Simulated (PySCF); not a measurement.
**LiP, CCSD(T): how much the basis matters**

PySCF, UHF reference; triplet, unpaired electrons π ↑↑; De to Li + P without counterpoise correction. Frozen cores follow the default of each basis and core potential.

| basis | relativity | functions | Re (Å) | ωe (cm⁻¹) | De (eV) | frozen orbitals |
| --- | --- | --- | --- | --- | --- | --- |
| def2-SVPD | no relativity | 36 | 2.371 | 465 | 1.36 | 5 |
| jorge-DZP-DKH | spin-free X2C | 39 | 2.395 | 457 | 1.25 | 5 |
| aug-pcseg-1 | no relativity | 40 | 2.379 | 447 | 1.34 | 5 |
| def2-TZVP | no relativity | 51 | 2.336 | 488 | 1.51 | 5 |
| x2c-TZVPPall | spin-free X2C | 61 | 2.334 | 489 | 1.55 | 5 |

Q: How does each smaller set differ from the one with most functions, x2c-TZVPPall?

A: def2-SVPD: +3.7 pm, -4.9 % in ωe, -0.19 eV in De; jorge-DZP-DKH: +6.1 pm, -6.5 % in ωe, -0.30 eV in De; aug-pcseg-1: +4.5 pm, -8.6 % in ωe, -0.21 eV in De; def2-TZVP: +0.2 pm, -0.2 % in ωe, -0.04 eV in De. All at CCSD(T); the set with most functions is neither the basis-set limit nor always the best. The rows treat relativity differently, so the differences are not basis effects alone.

Correlated steps freeze 5 core orbitals. Correlated levels converge slowly with the basis: in double zeta they bind strong bonds too weakly, by up to about 1 eV, and carry superposition errors of some tenths. The state was picked by a PBE0 search and need not be the measured ground state.
